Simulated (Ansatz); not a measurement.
# N2H3 (quartet): the correlation ladder at distance N1–H4 along a hydrogen transfer = 1.012 Å, cc-pVDZ

How much of the correlation energy of N2H3 (quartet) does each wave-function method recover here?

Method: cc-pVDZ, core rule «outside noble gas», up to 2 orbitals frozen; program: Ansatz 0.2.0, Gaussian basis.

The runs, in order: UHF; CCSD(T) on ROHF; CCSD(T) on UHF; BCCD(T) on ROHF; CISD; CCSDT(Q) on ROHF; CCSDT(Q) on UHF; CASSCF and MRCISD+Q, 5 electrons in 5 orbitals; CASSCF and NEVPT2, 5 electrons in 5 orbitals; CASSCF and NEVPT2, 13 electrons in 11 orbitals.

7 further runs of the same task are left out: 6 that didn't finish, 1 set aside as unsound or not needed.

## Step 1: The system

The geometry derives from fragments relaxed apart (PBE0/def2-TZVP) and kept rigid, so it is no stationary point. A hydrogen atom is moved between rigid fragments.

5 atoms, charge 0, spin multiplicity 4.

Atoms are counted from 1 here; the program's logs count them from 0.

Bond lengths: N1–H2 1.012 Å, N1–H3 1.012 Å, N1–H4 1.012 Å. Angles: H2–N1–H3 107.1°, H2–N1–H4 107.1°, H3–N1–H4 107.1°.

## Step 2: UHF

Contents of in.yaml:

```yaml
crystal:
  periodic: [false, false, false]
  atoms:
    - {symbol: N, position_ang: [-1.197298, -0.018366, -0.028586]}
    - {symbol: H, position_ang: [-1.494577, 0.949467, -0.028586]}
    - {symbol: H, position_ang: [-1.494577, -0.420665, 0.851673]}
    - {symbol: H, position_ang: [-0.184837, -0.018366, -0.028587]}
    - {symbol: N, position_ang: [1.425702, -0.018365, -0.028587]}
basis:
  gaussian: {orbitals: cc-pVDZ}
magnetization: {spin_polarized: true, initial_magnetization: 3}
hamiltonian: {xc: hf}
output: {orbitals: {seedname: orbitals}}
```

Command:

```sh
ansatz run in.yaml --threads 1 --pin off --events-out ev --progress --plain --max-ram 2393MiB
```

After this run come: CCSD(T) on ROHF; CCSD(T) on UHF; BCCD(T) on ROHF; CISD; CCSDT(Q) on ROHF; CCSDT(Q) on UHF; CASSCF and MRCISD+Q, 5 electrons in 5 orbitals; CASSCF and NEVPT2, 5 electrons in 5 orbitals; CASSCF and NEVPT2, 13 electrons in 11 orbitals.

**Question.** What will the summary of the whole plan be? Wanted: UCCSDT(Q) below the RHF energy; RMP2 from UCCSDT(Q); UMP2 from UCCSDT(Q); RCCSD from UCCSDT(Q); RCCSD(T) from UCCSDT(Q); UCCSD(T) from UCCSDT(Q); RCCSDT(Q) from UCCSDT(Q); NEVPT2 pair from UCCSDT(Q); MRCISD+Q pair from UCCSDT(Q).

**Answer**, as computed:

| quantity | value |
| --- | --- |
| UCCSDT(Q) below the RHF energy | -8.2773 eV |
| RMP2 from UCCSDT(Q) | +1052.8 meV |
| UMP2 from UCCSDT(Q) | +1033.8 meV |
| RCCSD from UCCSDT(Q) | +165.2 meV |
| RCCSD(T) from UCCSDT(Q) | +26.0 meV |
| UCCSD(T) from UCCSDT(Q) | +24.0 meV |
| RCCSDT(Q) from UCCSDT(Q) | +2.0 meV |
| NEVPT2 pair from UCCSDT(Q) | +1069.1 meV |
| MRCISD+Q pair from UCCSDT(Q) | +41.4 meV |
| NEVPT2 valence from UCCSDT(Q) | +1250.4 meV |
| levels within 1 kcal/mol (43 meV) | RCCSD(T), UCCSD(T), BCCD(T), RCCSDT, UCCSDT, RCCSDT(Q), MRCISD+Q pair |
| T1 diagnostic | 0.014 |
| effectively unpaired electrons | 3.01 |

**Reading.** RCCSD(T) misses by +26.0 meV, 0.3 % of the correlation energy. One determinant dominates. Of the multireference levels listed MRCISD+Q pair comes nearest in total energy (+41.4 meV), which doesn't show that its space is the better one. These misses are within one basis, not against nature; the frozen cores of restricted and unrestricted runs differ, which can shift their rows.
